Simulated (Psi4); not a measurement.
**[BCl2]+ (SMILES Cl[B+]Cl) at OMP2/6-31+G(d) (DKH2, density fitting, density fitting for correlation, Cartesian functions)**

Aim: the vertical singlet–triplet gap of [BCl2]+ at OMP2/6-31+G* (DKH2, density fitting, density fitting for correlation, Cartesian functions), from 2 runs. 

Program for the calculation: Psi4 1.11.

3 further runs of the same task are left out: 2 that didn't finish, 1 set aside as unsound or not needed.

### 1 The structure to begin with

The species is [BCl2]+ (3 atoms), meant as a singlet with charge +1. SMILES: `Cl[B+]Cl`. Geometry: relaxed at GFN2-xTB.

Bond lengths: Cl1–B2 1.572 Å, B2–Cl3 1.572 Å. Angles: Cl1–B2–Cl3 179.8°.

### 2 Energy and one-electron properties at OMP2/6-31+G(d) (DKH2, density fitting, density fitting for correlation, Cartesian functions)

File job.inp:

```
memory 1.6 GB

molecule {
  1 1
  Cl    -1.238380     0.766480    -0.591300
  B      0.000740     0.001360     0.000550
  Cl     1.237640    -0.767840     0.590740
}

set basis 6-31+G*
set reference rhf
set freeze_core true
set mp2_type df
set scf_type df
set relativistic dkh
set dkh_order 2

E, wfn = energy('omp2', return_wfn=True)
oeprop(wfn, 'MAYER_INDICES', 'WIBERG_LOWDIN_INDICES')
print_variables()
```

Run with:

```
psi4 -i job.inp -o job.out -n 1
```

job.out:

```text
[...]
  Running in cs symmetry.
[...]
  Nuclear repulsion =  105.883521863230627
[...]
  Multiplicity = 1
[...]
  Nalpha       = 19
  Nbeta        = 19
[...]
    Number of basis functions: 65
[...]
   @DF-RHF iter   1:  -945.80131808715987    2.93813e-01   4.06771e-03 ADIIS/DIIS
[...]
   @DF-RHF iter   9:  -945.83191244970965   -8.86757e-12   6.54530e-09 DIIS
[...]
    Orbital Energies [Eh]
    ---------------------
    Doubly Occupied:
       1Ap  -105.518844     2Ap  -105.518773     3Ap   -10.944250
       4Ap   -10.944165     5Ap    -8.356883     6Ap    -8.356798
       7Ap    -8.353365     1App   -8.353365     8Ap    -8.353282
       2App   -8.353282     9Ap    -8.039419    10Ap    -1.461278
      11Ap    -1.438849    12Ap    -0.953338    13Ap    -0.898514
       3App   -0.817740    14Ap    -0.817740     4App   -0.747520
      15Ap    -0.747520
[...]
  @DF-RHF Final Energy:  -945.83191244970965
   => Energetics <=
    Nuclear Repulsion Energy =            105.8835218632306265
    One-Electron Energy =               -1505.4810227915486394
    Two-Electron Energy =                 453.7655884786082083
    Total Energy =                       -945.8319124497097619
[...]
 Multipole Moments:
 ------------------------------------------------------------------------------------
     Multipole            Electronic (a.u.)      Nuclear  (a.u.)        Total (a.u.)
 ------------------------------------------------------------------------------------
 L = 1.  Multiply by 2.5417464519 to convert [e a0] to [Debye]
 Dipole X            :          0.0029201           -0.0007888            0.0021313
 Dipole Y            :          0.0028890           -0.0011783            0.0017107
 Dipole Z            :          0.0000000            0.0000000            0.0000000
 Magnitude           :                                                    0.0027329
[...]
	Warning: cc_lambda option is changed to TRUE
	For this residual convergence, default PCG convergence is:     1.00e-07
[...]
	DF-MP2 Total Energy (a.u.)         :  -946.16362255370495
[...]
	DF-MP2 Total Energy (a.u.)         :  -946.16978955774550
[...]
	DF-OMP2 Total Energy (a.u.)        :  -946.16978955791001
[...]
```

Run time: 4.8 s. Hardware: 1 thread of Intel Xeon 6975P-C (Granite Rapids), shared host; peak memory 0.23 GiB.

### 3 The triplet at the same level

File job.py:

```python
import psi4

psi4.set_memory('1600 MB')
psi4.set_num_threads(1)
psi4.core.set_output_file('psi4.out', False)

mol = psi4.geometry("""
1 3
Cl    -1.238380     0.766480    -0.591300
B      0.000740     0.001360     0.000550
Cl     1.237640    -0.767840     0.590740
""")

psi4.set_options({
    'reference': 'uhf',
    'freeze_core': True,
    'mp2_type': 'df',
    'scf_type': 'df',
    'relativistic': 'dkh',
    'dkh_order': 2,
})

E, wfn = psi4.energy("omp2/6-31+G*", return_wfn=True)
psi4.oeprop(wfn, "MAYER_INDICES", "WIBERG_LOWDIN_INDICES")
print(f'total energy {E:.8f} hartree = {E * 27.211386:.5f} eV')
for k, v in sorted(psi4.core.scalar_variables().items()):
    print(f'{k:45s} {v:18.10f}')
```

Run with:

```
python job.py
```

psi4.out:

```text
[...]
  Running in cs symmetry.
[...]
  Nuclear repulsion =  105.883521863230627
[...]
  Multiplicity = 3
[...]
  Nalpha       = 20
  Nbeta        = 18
[...]
    Number of basis functions: 65
[...]
   @DF-UHF iter   1:  -945.53863308662335    5.56498e-01   3.59779e-03 DIIS/ADIIS
[...]
   @DF-UHF iter  16:  -945.57532999179193   -7.95808e-13   8.15263e-09 DIIS
[...]
   @S^2 Observed:                2.020965296E+00
[...]
    Orbital Energies [Eh]
    ---------------------
    Alpha Occupied:
       1Ap  -105.562776     2Ap  -105.562440     3Ap   -10.983877
       4Ap   -10.983536     5Ap    -8.407801     6Ap    -8.407434
       7Ap    -8.392065     8Ap    -8.391729     1App   -8.390297
       2App   -8.389964     9Ap    -7.922457    10Ap    -1.493931
      11Ap    -1.473751    12Ap    -0.979805    13Ap    -0.909859
      14Ap    -0.898502    15Ap    -0.841979     3App   -0.829221
       4App   -0.778566    16Ap    -0.492969
    Alpha Virtual:
       5App   -0.130977    17Ap    -0.126545    18Ap    -0.066755
      19Ap    -0.062224     6App   -0.058663    20Ap    -0.030429
[...]
  @DF-UHF Final Energy:  -945.57532999179193
   => Energetics <=
    Nuclear Repulsion Energy =            105.8835218632306265
    One-Electron Energy =               -1504.6903871877441361
    Two-Electron Energy =                 453.2315353327215348
    Total Energy =                       -945.5753299917919321
  UHF NO Occupations:
  HONO-2 :   14 Ap 1.9955654
  HONO-1 :   15 Ap 1.0000000
[...]
 Multipole Moments:
 ------------------------------------------------------------------------------------
     Multipole            Electronic (a.u.)      Nuclear  (a.u.)        Total (a.u.)
 ------------------------------------------------------------------------------------
 L = 1.  Multiply by 2.5417464519 to convert [e a0] to [Debye]
 Dipole X            :          0.0013801           -0.0007888            0.0005913
 Dipole Y            :         -0.0040729           -0.0011783           -0.0052512
 Dipole Z            :          0.0000000            0.0000000            0.0000000
 Magnitude           :                                                    0.0052844
[...]
	Warning: cc_lambda option is changed to TRUE
	For this residual convergence, default PCG convergence is:     1.00e-07
[...]
	DF-SCS-MP2 Total Energy (a.u.)     :  -945.88495002353807
	DF-SOS-MP2 Total Energy (a.u.)     :  -945.87903295465185
[...]
	DF-SCS-OMP2 Total Energy (a.u.)    :  -945.89146020832561
	DF-SOS-OMP2 Total Energy (a.u.)    :  -945.86055000349052
	DF-SCS(N)-OMP2 Total Energy (a.u.) :  -945.73126310486077
[...]
	DF-OMP2 Total Energy (a.u.)        :  -945.90453182145950
[...]
```

Wall time 9.9 s (1 thread of Intel Xeon 6975P-C (Granite Rapids), shared host); peak memory 0.23 GiB.

### 4 Summary of results

At OMP2/6-31+G* (DKH2, density fitting, density fitting for correlation, Cartesian functions), 11 core orbitals frozen:

```
                                                           quantity          value
                                              singlet: total energy  -946.16979 Eh
                       singlet: HOMO energy (Hartree–Fock orbitals)      -20.34 eV
                       singlet: LUMO energy (Hartree–Fock orbitals)       -4.23 eV
                     singlet: HOMO–LUMO gap (Hartree–Fock orbitals)       16.11 eV
              singlet: correlation energy (11 core orbitals frozen)     -337.9 mEh
                                              triplet: total energy  -945.90453 Eh
triplet: HOMO energy (Hartree–Fock orbitals) (highest over α and β)      -13.41 eV
 triplet: LUMO energy (Hartree–Fock orbitals) (lowest over α and β)      -11.20 eV
              triplet: correlation energy (11 core orbitals frozen)     -329.2 mEh
                         triplet: ⟨S²⟩ of the reference determinant          2.021
                   vertical energy of the triplet above the singlet       7.218 eV
```

In words: At this shape the triplet lies 7.22 eV (696 kJ/mol) above the singlet.
